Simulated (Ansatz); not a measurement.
Results of B3LYP (VWN-RPA form) in Ansatz (PAW) for zinc-blende MgTe (metastable phase).

Excerpt of the program's output:

```
WARN output.stress: scf.exx.energy_threshold = 1e-6 eV is looser than the 2e-8 eV advised for a stress under a hybrid functional (1e-8 eV for each atom of the …
Crystal: 2 atoms, lattice volume = 71.047 Å³
Basis set: ecut = 460 eV, 1639 PW (Γ), exchange–correlation on 72×72×72 points (8 copies of the dense FFT grid, shifted against one another)
Bands: 17, of which v1, the nominal top of the filled ones, is band 13 counted from 1 (12 counted from 0)
Symmetry: 24 space group operations
Space group: F-43m (ITA 216), of the structure as read, at distance tolerance 4.1e-5 Å
k-points: 29 of 512 (time reversal used)
Functional: x = 0.1 slater + 0.9 b88, c = 0.19 vwn_rpa + 0.81 lyp, warm-up for x = 0.08 slater + 0.72 b88 + 0.2 exact, c = 0.19 vwn_rpa + 0.81 lyp
SCF iter   1: F=—  HF=-8920.434720 eV  |F-HF|=—  |Δ(HF+E_count)|=         —  Δρ=2.87e-3  dr2=6.30e-3
SCF iter   2: F=-8920.432937 eV  HF=-8920.433105 eV  |F-HF|=1.68e-4  |Δ(HF+E_count)|=   1.61e-3  Δρ=1.07e-3  dr2=4.62e-4
Crystal: 2 atoms, lattice volume = 71.047 Å³
Initial density: handed on by an earlier stage of this run
Functional: x = 0.08 slater + 0.72 b88 + 0.2 exact, c = 0.19 vwn_rpa + 0.81 lyp
  ...
Crystal: 2 atoms, lattice volume = 71.047 Å³
SCF iter   5: F=—  HF=-8924.524175 eV  |F-HF|=—  |Δ(HF+E_count)|=  6.97e-10  Δρ=3.32e-7  dr2=2.22e-10
SCF iter   6: F=-8924.524175 eV  HF=-8924.524175 eV  |F-HF|=1.82e-11  |Δ(HF+E_count)|=  7.55e-10  Δρ=1.98e-7  dr2=3.45e-11
SCF 3 converged in 6 iterations: F = -8924.524175 eV  dr2 = 3.45e-11
Free energy (F): -8924.524175 eV
Internal energy: -8924.524175 eV  (E = F + TS)
E sigma→0 (E₀):  -8924.524175 eV
Fermi energy:    5.026720 eV
--- Stress (GPa, compression-positive) ---
       -0.753151       0.000000       0.000000
        0.000000      -0.753151       0.000000
       -0.000000       0.000000      -0.753151
  P = ⅓ Tr σ = -0.7532 GPa (-7.532 kbar)
```

Question: Write an input file that could have produced this run (the log leaves some choices open).

Answer: This is not unique; one that fits is 
Ansatz 0.2 input:
```yaml
crystal:
  lattice:
    - [0.0, 3.2872893518, 3.2872893518]
    - [3.2872893518, 0.0, 3.2872893518]
    - [3.2872893518, 3.2872893518, 0.0]
  atoms:
    - { symbol: Mg, position: [0.0, 0.0, 0.0] }
    - { symbol: Te, position: [0.25, 0.25, 0.25] }
basis:
  ecutwfc: 460
  ecutrho_ratio: 4
  xc_grid: 2
kpoints:
  mp_grid: { grid: [8, 8, 8] }
hamiltonian:
  xc: b3lyp
  dispersion: none
  pseudopotentials: { kind: paw }
scf:
  occupations: { method: fermi_dirac, width: 0.01 }
  convergence: { dr2_threshold: 0.0000000002 }
output:
  forces: true
  stress: true
  eigenvalues: true
```

The cell is one volume of an energy–volume scan, off the minimum.

The PAW data were made under PBE.

Ansatz is an electronic-structure program.
